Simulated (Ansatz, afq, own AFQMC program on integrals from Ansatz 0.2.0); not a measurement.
Where AFQMC and coupled cluster stand for SbH, singlet

```yaml
atoms:
  - { symbol: Sb, position_ang: [0.0000, 0.0000, 0.0000] }
  - { symbol: H, position_ang: [0.0000, 0.0000, 2.6990] }
```

Basis def2-SVP with its core potentials. Only valence electrons are correlated. Integrals, coupled cluster, full CI and functionals: Ansatz 0.2.0; the random walks run on the same integrals in our own AFQMC program. ph-AFQMC/CISD is guided by a CISD state made of CCSD amplitudes; releasing the constraint for a short imaginary time cuts its bias at the price of noise, slowly where states lie close. ± is one standard error of the sampling. No spin–orbit coupling.

Determinant: RHF, the one that the program's search chose, which needn't be the lowest solution. The geometry is a point of a scan.

Full CI on the same integrals is exact in this basis and with this determinant's frozen core.

Cautions: no spin-orbit coupling; inner d shell frozen; higher spins were not checked; restricted determinant unstable towards unrestricted (UHF 2.14 eV lower, ⟨S²⟩ 1.79); strong correlation (T1 0.035, weight of the determinant 0.70, largest double 0.47); (T) is large, 6 % of the CCSD correlation; the CCSDT(Q) amplitudes may be one of several solutions (largest double 0.94); the CCSDTQ amplitudes may be one of several solutions (largest double 0.97); the released energies are still falling, so no released level is given (meV from the phaseless value at times in 1/Eh: -14 ± 7 at 0.24, -23 ± 7 at 0.51, -30 ± 5 at 0.99, -37 ± 4 at 1.62, -59 ± 7 at 2.40); the ph-AFQMC/CISD walk drifts between its halves (2.8 errors); the determinant fills πx and πy unequally, so it mixes two states of the linear molecule, and each level undoes that mixture to a different degree, while full CI gives the lower state, and by Hund's rule a triplet of that filling probably lies lower still; CCSDTQ on the UHF determinant differs (1.21 eV lower), perhaps since the unrestricted series falls towards higher spin.

```
T1 diagnostic                               : 0.0354
weight of the determinant in the CISD state : 0.701
size of the correlated space                : 6 electrons in 22 orbitals
```

```tsv
level	correlation energy (eV)
MP2	-2.2596
CCSD	-3.3835
CCSD(T)	-3.5980
```

Problem. Estimate where full CI lies against CCSD(T) on the same integrals.

Solution. 117.7 meV below CCSD(T).

Reference: full CI, correlation energy -3.716 eV. The cautions show a poor starting determinant, so the rows tell how each method copes with it here, and full CI is the sure value.

| level | E − E(reference) (meV) | share of correlation (%) |
| --- | --- | --- |
| CCSD(T) | 117.7 | 96.83 |
| CCSDT | 12.3 | 99.67 |
| CCSDT(Q) | -5.6 | 100.15 |
| CCSDTQ | 0.8 | 99.98 |
| ph-AFQMC/CISD | 213.0 ± 6.2 | 94.27 |

CCSDT and higher add their correlation energy to the determinant of the CCSD(T) run, since their own runs factorise the integrals more tightly (a shift of under 2 meV).
